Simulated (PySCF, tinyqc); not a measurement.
Inside a calculation. Method: CIS and TDHF on RHF in the sto-6g basis, for CH2, spin multiplicity 1. The lowest restricted solution is unstable here: a spin-polarised one lies 0.0222 hartree lower (PySCF). One step of it, computed by the program tinyqc.

Problem. TDHF (RPA) singlet states. B(ia,jb) = 2 (ia|jb) - (ib|ja); the squared energies are the eigenvalues of (A - B)(A + B); 1 hartree = 27.211386 eV.

CIS matrix A, singlet (hartree):
```
           1>5        1>6        1>7        2>5       2>6        2>7       3>5        3>6
1>5  10.582679   0.000000   0.000000   0.057171  0.000000   0.000000  0.000000   0.000000
1>6   0.000000  11.028382   0.000000   0.000000  0.017081   0.000000  0.000000   0.000000
1>7   0.000000   0.000000  11.012835   0.000000  0.000000   0.037619  0.000000  -0.002369
2>5   0.057171   0.000000   0.000000   0.634270  0.000000   0.000000  0.000000   0.000000
2>6   0.000000   0.017081   0.000000   0.000000  0.916086   0.000000  0.000000   0.000000
2>7   0.000000   0.000000   0.037619   0.000000  0.000000   0.899184  0.000000  -0.012102
3>5   0.000000   0.000000   0.000000   0.000000  0.000000   0.000000  0.249479   0.000000
3>6   0.000000   0.000000  -0.002369   0.000000  0.000000  -0.012102  0.000000   0.602017
3>7   0.000000  -0.018157   0.000000   0.000000  0.046218   0.000000  0.000000   0.000000
4>5  -0.030771   0.000000   0.000000  -0.020790  0.000000   0.000000  0.000000   0.000000
4>6   0.000000  -0.020520   0.000000   0.000000  0.057523   0.000000  0.000000   0.000000
4>7   0.000000   0.000000  -0.029500   0.000000  0.000000  -0.002401  0.000000   0.044802

           3>7        4>5        4>6        4>7
1>5   0.000000  -0.030771   0.000000   0.000000
1>6  -0.018157   0.000000  -0.020520   0.000000
1>7   0.000000   0.000000   0.000000  -0.029500
2>5   0.000000  -0.020790   0.000000   0.000000
2>6   0.046218   0.000000   0.057523   0.000000
2>7   0.000000   0.000000   0.000000  -0.002401
3>5   0.000000   0.000000   0.000000   0.000000
3>6   0.000000   0.000000   0.000000   0.044802
3>7   0.726306   0.000000   0.080484   0.000000
4>5   0.000000   0.070020   0.000000   0.000000
4>6   0.080484   0.000000   0.444463   0.000000
4>7   0.000000   0.000000   0.000000   0.461363
```

Two-electron integrals over orbitals (pq|rs), unique and non-zero (hartree):
```
(11|11) 3.522428    (21|11) -0.306159   (21|21) 0.043126    (22|11) 0.725632
(22|21) -0.009187   (22|22) 0.530674    (31|31) 0.007231    (32|31) 0.011612
(32|32) 0.127262    (33|11) 0.566260    (33|21) -0.002287   (33|22) 0.484007
(33|33) 0.490614    (41|11) 0.171902    (41|21) -0.021904   (41|22) 0.013334
(41|33) 0.005529    (41|41) 0.026405    (42|11) -0.121179   (42|21) 0.007938
(42|22) 0.006865    (42|33) 0.022087    (42|41) 0.011485    (42|42) 0.087903
(43|31) -0.002333   (43|32) 0.034253    (43|43) 0.043428    (44|11) 0.766967
(44|21) -0.011561   (44|22) 0.492862    (44|33) 0.442060    (44|41) -0.009610
(44|42) -0.088719   (44|44) 0.607649    (51|51) 0.022099    (52|51) 0.024061
(52|52) 0.094657    (53|53) 0.017690    (54|51) -0.013104   (54|52) -0.041994
(54|54) 0.048446    (55|11) 0.853324    (55|21) -0.009050   (55|22) 0.544125
(55|33) 0.456918    (55|41) 0.004564    (55|42) -0.063198   (55|44) 0.558215
(55|55) 0.673218    (61|11) -0.194831   (61|21) 0.029747    (61|22) 0.000181
(61|33) 0.001641    (61|41) -0.003629   (61|42) 0.016297    (61|44) -0.018402
(61|55) -0.005075   (61|61) 0.029191    (62|11) 0.237418    (62|21) -0.005441
(62|22) 0.090757    (62|33) 0.029284    (62|41) 0.015172    (62|42) -0.000583
(62|44) 0.057477    (62|55) 0.122770    (62|61) 0.005468    (62|62) 0.093637
(63|31) 0.001702    (63|32) -0.060092   (63|43) -0.041224   (63|63) 0.083171
(64|11) 0.145389    (64|21) -0.000958   (64|22) 0.045863    (64|33) 0.001562
(64|41) 0.000131    (64|42) -0.033578   (64|44) 0.082229    (64|55) 0.077371
(64|61) -0.000671   (64|62) 0.052956    (64|64) 0.055753    (65|51) 0.013705
(65|52) 0.049179    (65|54) -0.007003   (65|65) 0.036885    (66|11) 0.672218
(66|21) -0.006146   (66|22) 0.510680    (66|33) 0.485754    (66|41) 0.019177
(66|42) 0.048390    (66|44) 0.448797    (66|55) 0.486958    (66|61) 0.008014
(66|62) 0.068386    (66|64) 0.019731    (66|66) 0.546190    (71|31) 0.011763
(71|32) 0.017632    (71|43) -0.003946   (71|63) 0.002407    (71|71) 0.019182
(72|31) 0.009696    (72|32) 0.012103    (72|43) -0.035364   (72|63) 0.043598
(72|71) 0.014949    (72|72) 0.057750    (73|11) 0.257006    (73|21) -0.005284
(73|22) 0.071790    (73|33) 0.022624    (73|41) -0.000282   (73|42) -0.068331
(73|44) 0.110025    (73|55) 0.135745    (73|61) -0.005488   (73|62) 0.072757
(73|64) 0.065271    (73|66) 0.010678    (73|73) 0.125981    (74|31) -0.008041
(74|32) -0.073888   (74|43) -0.005953   (74|63) 0.047430    (74|71) -0.012822
(74|72) -0.009299   (74|74) 0.066508    (75|53) 0.018268    (75|75) 0.022448
(76|31) 0.007182    (76|32) 0.099297    (76|43) 0.050057    (76|63) -0.072419
(76|71) 0.010985    (76|72) -0.019326   (76|74) -0.055326   (76|76) 0.105924
(77|11) 0.712588    (77|21) -0.007720   (77|22) 0.500649    (77|33) 0.491925
(77|41) 0.003855    (77|42) -0.016197   (77|44) 0.498248    (77|55) 0.509676
(77|61) -0.004727   (77|62) 0.046382    (77|64) 0.022444    (77|66) 0.493772
(77|73) 0.065458    (77|77) 0.530940
```

Give: TDHF matrix B, singlet; squared energies w^2; TDHF energies from the positive w^2.

Solution.

TDHF matrix B, singlet (hartree):
```
         1>5      1>6      1>7      2>5     2>6      2>7     3>5     3>6
1>5   0.0221   0.0000   0.0000   0.0241  0.0000   0.0000  0.0000  0.0000
1>6   0.0000   0.0292   0.0000   0.0000  0.0055   0.0000  0.0000  0.0000
1>7   0.0000   0.0000   0.0192   0.0000  0.0000   0.0149  0.0000  0.0103
2>5   0.0241   0.0000   0.0000   0.0947  0.0000   0.0000  0.0000  0.0000
2>6   0.0000   0.0055   0.0000   0.0000  0.0936   0.0000  0.0000  0.0000
2>7   0.0000   0.0000   0.0149   0.0000  0.0000   0.0577  0.0000  0.0144
3>5   0.0000   0.0000   0.0000   0.0000  0.0000   0.0000  0.0177  0.0000
3>6   0.0000   0.0000   0.0103   0.0000  0.0000   0.0144  0.0000  0.0832
3>7   0.0000  -0.0134   0.0000   0.0000  0.1019   0.0000  0.0000  0.0000
4>5  -0.0131   0.0000   0.0000  -0.0420  0.0000   0.0000  0.0000  0.0000
4>6   0.0000  -0.0007   0.0000   0.0000  0.0530   0.0000  0.0000  0.0000
4>7   0.0000   0.0000  -0.0128   0.0000  0.0000  -0.0093  0.0000  0.0296

         3>7      4>5      4>6      4>7
1>5   0.0000  -0.0131   0.0000   0.0000
1>6  -0.0134   0.0000  -0.0007   0.0000
1>7   0.0000   0.0000   0.0000  -0.0128
2>5   0.0000  -0.0420   0.0000   0.0000
2>6   0.1019   0.0000   0.0530   0.0000
2>7   0.0000   0.0000   0.0000  -0.0093
3>5   0.0000   0.0000   0.0000   0.0000
3>6   0.0000   0.0000   0.0000   0.0296
3>7   0.1260   0.0000   0.0831   0.0000
4>5   0.0000   0.0484   0.0000   0.0000
4>6   0.0831   0.0000   0.0558   0.0000
4>7   0.0000   0.0000   0.0000   0.0665
```

squared energies w^2 (hartree^2): 0.0024  0.0619  0.1734  0.1977  0.3674  0.3904  0.5079  0.8056  0.8388  112.0000  121.2861  121.6262

TDHF energies from the positive w^2 (eV): 1.3200  6.7716  11.3298  12.0988  16.4944  17.0032  19.3931  24.4242  24.9212  287.9782  299.6789  300.0988
